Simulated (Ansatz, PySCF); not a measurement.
Ladder of methods for the bulk modulus of zinc-blende AlAs

Reference value: 75 GPa (measured, 0 K value with the zero-point phonon effect removed; as tabulated in Mejia-Rodriguez and Trickey (2018), arXiv:1807.09216).

**Question.** Put these levels in order of the bulk modulus that they give for zinc-blende AlAs, smallest first: MP2 (PySCF), PBE (Ansatz, a quantum-chemistry and plane-wave program), PBE0 (Ansatz).

**Answer.** PBE (67.1 GPa), PBE0 (76.5 GPa), MP2 (82.1 GPa)

Unless a cell is named, each level is at its own relaxed cell (PBE 23.50, PBE0 22.90, MP2 22.19 Å³/atom).

Errors against the reference: PBE -10.5 %, PBE0 +2.0 %, MP2 +9.5 %.

A ± on a computed value is a rough bar: the spread of its extrapolation, a floor set from checks against published values, or a statistical error. Each level is taken at its own relaxed cell. Cutoffs and k meshes differ between the levels. Ansatz's density-functional and Hartree–Fock values are scalar-relativistic unless marked +SOC, with PAW data made under PBE.

Differences are worked out from the printed values.
